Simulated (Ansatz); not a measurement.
# C2H6B: the cost of one run

Method: RKS B3LYP-D4/def2-mTZVP, in Ansatz 0.2.0.

## Step 1: The starting structure

Bond lengths: B1–C2 1.478 Å, C2–C3 1.432 Å, B1–H4 1.169 Å, B1–H5 1.169 Å, C2–H6 1.096 Å, C3–H7 1.087 Å, C3–H8 1.101 Å, C3–H9 1.101 Å. Angles: B1–C2–C3 133.6°, B1–C2–H6 112.4°, C3–C2–H6 114.0°, C2–B1–H4 121.9°, C2–B1–H5 122.1°, H4–B1–H5 115.9°, C2–C3–H7 114.5°, C2–C3–H8 109.6°, C2–C3–H9 109.6°, H7–C3–H8 110.8°, H7–C3–H9 110.8°, H8–C3–H9 100.6°.

Coordinates:

```xyz
9

B    -0.4489    0.7846   -1.1986
C    -0.2154    0.3152    0.1836
C     0.4848   -0.8031    0.7412
H    -1.3932    0.4643   -1.8083
H     0.2663    1.5440   -1.7256
H    -0.6774    0.9706    0.9309
H     0.9513   -1.4541    0.0066
H    -0.1918   -1.3743    1.3952
H     1.2244   -0.4472    1.4750
```

## Step 2: Relaxing end A

File input.yaml:

```yaml
crystal:
  periodic: [false, false, false]
  atoms:
    - { symbol: B, position_ang: [-0.44893, 0.78457, -1.19855] }
    - { symbol: C, position_ang: [-0.21539, 0.31522, 0.18364] }
    - { symbol: C, position_ang: [0.48477, -0.80308, 0.74118] }
    - { symbol: H, position_ang: [-1.39323, 0.46434, -1.80827] }
    - { symbol: H, position_ang: [0.26629, 1.54398, -1.7256] }
    - { symbol: H, position_ang: [-0.67741, 0.97055, 0.93091] }
    - { symbol: H, position_ang: [0.95129, -1.4541, 0.00657] }
    - { symbol: H, position_ang: [-0.19175, -1.37427, 1.39516] }
    - { symbol: H, position_ang: [1.22437, -0.44723, 1.47497] }
total_charge: 1
basis:
  gaussian: { orbitals: def2-mTZVP }
hamiltonian:
  xc: b3lyp
  dispersion: d4
relax:
  f_tol: 0.015
  max_steps: 40
output:
  orbitals: {}
```

Command:

```sh
$ ansatz run input.yaml --threads 1 --pin off --max-ram 2048MiB --backend cpu --events-out ev --progress --plain --runs-dir out
```

What time and memory should one allow on 1 thread of Arm Neoverse V1, shared host?

About 20 s, with a peak of 0.12 GiB.
